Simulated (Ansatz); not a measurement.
System: C5H4N, charge 0, multiplicity 2. It need not be the lowest isomer of its formula. 
Coordinates optimised at B3LYP-D3(BJ)/def2-TZVP (Ansatz, a program for electronic structure):
SMILES: c1c[c]ccn1
```xyz
10

N      0.0016     0.0012     1.3386
C     -0.0016    -0.0013    -1.3845
C      0.0045     1.1418     0.6558
C     -0.0030    -1.1406     0.6579
C     -0.0049    -1.2083    -0.7420
C      0.0031     1.2070    -0.7443
H      0.0083     2.0587     1.2370
H     -0.0053    -2.0564     1.2408
H     -0.0086    -2.1632    -1.2507
H      0.0056     2.1609    -1.2547
```
Charge 0, spin multiplicity 2.

Dipole moments at this geometry, in debye (magnitudes).

```
level               program  dipole (D)
------------------  -------  ----------
SVWN5/def2-TZVPD     Ansatz        0.83
PBE/def2-TZVPD       Ansatz        0.93
BLYP/def2-TZVPD      Ansatz        0.94
B97M-V/def2-TZVPD    Ansatz        1.05
B3LYP/def2-TZVPD     Ansatz        1.14
r2SCAN0/def2-TZVPD   Ansatz  (withheld)
HSE06/def2-TZVPD     Ansatz        1.15
LC-wPBE/def2-TZVPD   Ansatz        1.28
wB97X-V/def2-TZVPD   Ansatz  (withheld)
```

### Question
Complete the blanks.

### Answer

- r2SCAN0/def2-TZVPD, dipole (D): 1.24
- wB97X-V/def2-TZVPD, dipole (D): 1.20
